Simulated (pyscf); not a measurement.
**Insertion: propane (H₃C–CH₂–CH₃) + vinyl (•HC=CH₂) → •H₂C–CH₂–CH₂–CH₂–CH₃**

Gas phase, doublet surface, charge 0. Bonds broken: C1–H5. Bonds formed: C1–C12, H5–C12. PySCF, gas phase, ωB97X-D3(BJ)/def2-SVP geometries.

Transition state (Å):

```xyz
16

C     -0.8598     0.2095    -0.5810
C     -0.9366     0.6925     0.8586
C     -2.3789     0.8040     1.3544
H     -1.5115    -0.6951    -0.6810
H      0.0691    -0.5420    -0.9504
H     -1.2191     0.9315    -1.3223
H     -0.3765    -0.0095     1.4983
H     -0.4216     1.6621     0.9352
H     -2.4098     1.1705     2.3922
H     -2.8921    -0.1716     1.3286
H     -2.9623     1.5054     0.7355
C      0.9919     0.3954    -1.0183
C      1.9891    -0.0018    -0.1293
H      1.0796     0.3373    -2.1077
H      2.9239    -0.4406    -0.4976
H      1.9047     0.1483     0.9523
```

One imaginary mode, 1476i cm⁻¹; descent along it reached the two sides named.

| bond | change | reactant side (Å) | saddle | product side |
|---|---|---|---|---|
| C1–H5 | breaks | 1.101 | 1.251 | 2.172 |
| C1–C12 | forms | 3.8 | 1.912 | 1.533 |
| H5–C12 | forms | 3.1 | 1.317 | 1.106 |

Electronic energies relative to the separated reactants (kcal/mol):

```csv
level,barrier,reaction energy,reverse barrier
ωB97X-D3(BJ)/def2-TZVP,50.2,-37.3,87.5
PBE/def2-TZVP,44.1,-33.3,77.5
r²SCAN/def2-TZVP,47.5,-35.4,82.9
B3LYP-D3(BJ)/def2-TZVP,50.3,-33.1,83.4
PBE0-D3(BJ)/def2-TZVP,46.1,-38.4,84.6
M06-2X/def2-TZVP,51.1,-34.9,86.0
ωB97M-D3(BJ)/def2-TZVP,50.3,-35.0,85.3
HF/def2-TZVP,75.9,-27.0,102.9
```

With ωB97M-D3(BJ)/def2-TZVP energies and thermal terms (ideal gas, 1 atm, RRHO with modes under 100 cm⁻¹ raised to 100, one conformer, R ln 2 for rigid chiral ones), in kcal/mol:

| T (K) | ΔH‡ | ΔG‡ | ΔH | ΔG |
|---|---|---|---|---|
| 298 | 49.4 | 60.7 | -32.0 | -21.3 |
| 600 | 49.8 | 72.1 | -31.6 | -10.5 |
| 900 | 50.5 | 83.1 | -30.8 | -0.1 |
| 1200 | 51.3 | 93.9 | -29.8 | +9.9 |

From the product side, H₂C=CH–CH₂–CH₂–CH₃ + H• lies, by one bond made or cut, 48.0 kcal/mol under this saddle at ωB97M-D3(BJ). •H₂C–CH₂–CH₂–CH₂–CH₃ lies 6.6 kcal/mol over its isomer H₃C–CH₂–C•(CH₃)–CH₃, and others may lie lower still (electronic energy, ωB97M-D3(BJ)). This is the saddle that the search found; another between the same sides may lie lower.
